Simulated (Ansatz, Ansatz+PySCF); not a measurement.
| atom | x (Å) | y (Å) | z (Å) |
| --- | --- | --- | --- |
| O | -0.0130 | -0.0123 | -1.2060 |
| C | -0.0472 | 0.0129 | -0.0104 |
| O | 0.0186 | 0.0373 | 1.1318 |

RHF-MP2 on singlet CO₂ was run in several spherical basis sets with Ansatz (development build ahead of 0.2.0). Frozen core: 3 orbitals.

Problem. Rank the basis sets by the total energy that they give, lowest first, with the distance from the lowest.
A. 6-31G(d)
B. STO-3G
C. def2-TZVP
D. cc-pVTZ
E. 6-31G
F. cc-pVDZ
G. def2-SVP
H. aug-cc-pVDZ

Solution. C (0.00 eV), D (0.17 eV), H (3.96 eV), F (4.94 eV), A (5.84 eV), G (9.46 eV), E (12.16 eV), B (82.90 eV).

Totals follow the description of the cores as much as that of the bonds, so this order isn't one of quality for chemistry.
